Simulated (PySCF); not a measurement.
Beryllium: a sound run and one with changed settings

Sound run: Be [He] 2s2, Be+ [He] 2s1. All numbers are calculated (PySCF 2.14, no relativity, point nucleus, in def2-SVP). In the sound run the correlated levels freeze 1s2. The sound run starts from symmetry-adapted Hartree-Fock orbitals and uses a fine grid where one is needed.

A second run was set up differently.

| species | method | sound run (hartree) | changed run (hartree) | converged |
| --- | --- | --- | --- | --- |
| Be | MP2 | -14.57576 | -14.57650 | yes |
| Be | CCSD(T) | -14.59792 | -14.59848 | yes |
| Be+ | MP2 | n/a | -14.26146 | yes |
| Be+ | CCSD(T) | n/a | -14.26151 | yes |

Ionisation energy of Be:

```tsv
method	sound run (eV)	changed run (eV)
UHF	7.968	7.968
MP2	8.567	8.573
SCS-MP2	8.687	8.693
CCSD	9.171	9.169
CCSD(T)	9.171	9.169
```

What was changed?
A. a valence shell is frozen
B. basis contracted for another Hamiltonian
C. all electrons correlated in a valence basis
D. level shift left on

C. A valence basis has no tight correlating functions, so it recovers only part of the core correlation, and not evenly between atom and ion.
